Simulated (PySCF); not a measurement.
**Competing steps**

Reactants: BH₂OF ([OH][BH][F]) (brackets give SMILES or just the links). Saddle points were found for several chosen steps; others may exist. Gas-phase electronic energies, without zero-point energy, by CCSD(T) at an estimated basis limit (MP2 extrapolated from triple and quadruple zeta, plus CCSD(T) − MP2 in triple zeta); PySCF 2.14 with density fitting (its default auxiliary sets; JK sets also for MP2 and CCSD(T)), def2-TZVPP and QZVPP, frozen cores, on PBE0-D4/def2-TZVP structures. Extrapolation: Hartree–Fock as exp(−7.88 √X), correlation as X^−2.97. No counterpoise correction.

(1) Rank the steps by the energy of their saddle points, lowest first, and give each saddle's height above the lowest. (Judge from chemistry; the value comes from the calculation.)
A. 1,2-elimination, to BHO ([BH][O]) + HF (breaks or loosens B–F, H–O; forms F–H)
B. 1,2-elimination, to BOF + H₂ (breaks or loosens B–H, H–O; forms H–H)

(2) Does the lowest of these saddles lead to the lowest end structure (the products still in contact)? (Judge from chemistry; the calculation decides.)

No T1 diagnostic of these runs exceeds 0.017.

For scale, one of the runs: CCSD(T)/def2-TZVPP, 121 basis functions, launched by `OMP_NUM_THREADS=4 python run.py`. Hardware: 4 CPU threads of an Arm Neoverse V2, shared host. Wall time 34 s; peak host memory 0.61 GiB.

Results:

(1) Computed: A (0.0 kJ/mol), B (27.1 kJ/mol). Heights count from the lowest.

The lowest of these saddles lies at 248.6 kJ/mol relative to the reactant.

(2) By the calculation: No: the step over a higher saddle ends lower. Relative to the reactant, the ends lie at 161.4 (BHO ([BH][O]) + HF); 132.9 (BOF + H₂) kJ/mol.
